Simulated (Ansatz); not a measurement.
**HAlC, singlet in 6-31G: errors against full CI**

Geometry: a point of a bend scan, not a stationary point.

```xyz
3

Al   -0.4936    0.0000    0.3231
C     1.0436    0.0000   -0.8332
H     0.7779    0.0000    1.2795
```

Basis 6-31G; Ansatz 0.2.0. Correlated methods freeze the noble-gas cores, which leaves 8 electrons in 18 orbitals. Prefix R: restricted or restricted open-shell reference; prefix U: unrestricted. Active spaces: valence = (8e, 9o) chosen from the atoms' valence shells; pair = (2e, 2o) about the gap.

Full CI is exact within this basis and frozen core; it isn't the basis-set limit. The frozen core follows each run's orbitals, which can shift R against U totals by a few meV.

HF rows are the lowest solutions found. Coupled cluster chose its determinant by trial CCSD, here up to 0.14 eV above the lowest Hartree–Fock solution of its kind, and MP2 stands on that determinant too.

- UHF ⟨S²⟩: 1.488
- T1 diagnostic (RCCSD): 0.1058
- largest doubles amplitude (RCCSD): 0.221

```tsv
level	E − E(full CI) (meV)	share of correlation (%)	wall time
UHF†	3014	–	–
RMP2	1717	66.40	–
UMP2†	1125	–	–
RCCSD	434	91.51	–
UCCSD*†	-31	–	–
RCCSD(T)	57	98.89	0.96 s
UCCSD(T)*†	-269	–	2.8 s
BCCD(T)*	81	98.41	1.1 s
RCCSDT	50	99.02	–
UCCSDT*†	-559	–	–
RCCSDT(Q)	-17	100.34	1.6 s
UCCSDT(Q)*†	-677	–	6 s
RCCSDTQ	8	99.85	8 s
UCCSDTQ*†	-685	–	55 s
CASSCF (pair space)	3588	29.78	–
NEVPT2 (pair space)	1373	73.14	0.72 s
MRCISD (pair space)	697	86.36	–
MRCISD+Q (pair space)	298	94.17	0.81 s
CASSCF (valence space)	856	83.24	–
NEVPT2 (valence space)	247	95.17	2.8 s
MRCISD (valence space)	40	99.22	–
MRCISD+Q (valence space)	22	99.57	3.8 s
```

An asterisk marks runs whose energy the program itself flagged as in doubt. A dagger marks rows that describe another state than the reference (another or a broken symmetry, a higher spin or other natural occupations), so the difference isn't the method's error.

The correlation energy at full CI, counted from the determinant under the R cluster runs, is -5.110 eV. That run took 67 s on 1 thread of Arm Neoverse V2, shared host over 4,682,448 determinants.

Run but not shown, since their state or frozen core can't be matched to the reference's or they repeat it: RHF, CISD.

Times hold each run's SCF and search for its determinant on a shared host, so for small cases they say little of a method's own cost; they ran on 1 thread of Arm Neoverse V2.

Not variational, and here over 5 meV under the exact energy: RCCSDT(Q).

Unrestricted levels hold only the spin's projection, and here they fall towards a lower state of higher spin.

The full-CI state has the irrep A' of Cs, in the program's axes.

Natural occupations of full CI about the gap: 1.964 1.904 1.817 1.705 0.288 0.146 0.097 0.029 0.019 0.008; effectively unpaired electrons, Σ n²(2−n)², 0.76.
